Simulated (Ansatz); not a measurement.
## BO⁺, triplet: the ladder up to full CI

Geometry: that of the BO, quartet, kept fixed.

```yaml
atoms:
  - { symbol: B, position_ang: [0.0000, 0.0000, 0.0000] }
  - { symbol: O, position_ang: [0.0000, 0.0000, 1.4032] }
```

Basis 6-31G; Ansatz 0.2.0. Correlated methods freeze the noble-gas cores, which leaves 8 electrons in 16 orbitals. R marks a restricted (for open shells ROHF) determinant, U an unrestricted one. Active spaces: valence = (8e, 8o) chosen from the atoms' valence shells.

Full CI is exact within this basis and frozen core; it isn't the basis-set limit. The frozen core follows each run's orbitals, which can shift R against U totals by a few meV.

For open shells CISD and CISDTQ are restricted-active-space CI with the open shells as a complete middle space.

```
UHF ⟨S²⟩                          : 2.006
T1 diagnostic (RCCSD)             : 0.0370
largest doubles amplitude (RCCSD) : 0.065
T1 diagnostic (UCCSD)             : 0.0345
```

```
   level  E − E(RHF) (eV)
     UHF          -0.0557
    RMP2          -3.2045
    UMP2          -3.2053
   RCCSD          -3.5681
   UCCSD          -3.5717
RCCSD(T)          -3.7114
UCCSD(T)          -3.7110
```

Problem. Estimate how far full CI in 6-31G lies from RCCSD(T). The table doesn't fix it; the size of (T) and the diagnostics are the guide.

Solution. Full CI in 6-31G lies 35 meV below RCCSD(T), which is 25 % of the (T) step (-143 meV). T1 is raised, but (T) still catches most of what CCSD lacks.

The other levels:

| level | E − E(full CI) (meV) | share of correlation (%) | wall time |
| --- | --- | --- | --- |
| CISD | 276 | 92.62 | 0.54 s |
| BCCD(T) | 39 | 98.97 | 0.54 s |
| RCCSDT | 4 | 99.89 | – |
| UCCSDT | 4 | 99.90 | – |
| CISDTQ | 8 | 99.78 | 1.8 s |
| RCCSDT(Q) | 1 | 99.97 | 2.8 s |
| UCCSDT(Q) | -8 | 100.20 | 2.4 s |
| RCCSDTQ | -2 | 100.04 | 19 s |
| UCCSDTQ | -2 | 100.05 | 20 s |
| CASSCF (valence space) | 1253 | 66.56 | – |
| NEVPT2 (valence space) | 315 | 91.60 | 2.2 s |
| MRCISD (valence space) | 64 | 98.29 | – |
| MRCISD+Q (valence space) | 44 | 98.83 | 2.8 s |

The correlation energy at full CI, counted from RHF, is -3.747 eV. That run took 5.5 s on 1 thread of Arm Neoverse V1, shared host over 827,904 determinants.

Times hold each run's SCF and search for its determinant on a shared host, so for small cases they say little of a method's own cost; they ran on 1 thread of Arm Neoverse V1.

Not variational, and here over 5 meV under the exact energy: UCCSDT(Q).

The full-CI state has the irrep B2 of C2v, in the program's axes (one component, if the state is degenerate).

Natural occupations of full CI about the gap: 1.986 1.949 1.940 0.996 0.987 0.058 0.032 0.025 0.010 0.007; effectively unpaired electrons, Σ n²(2−n)², 2.04.
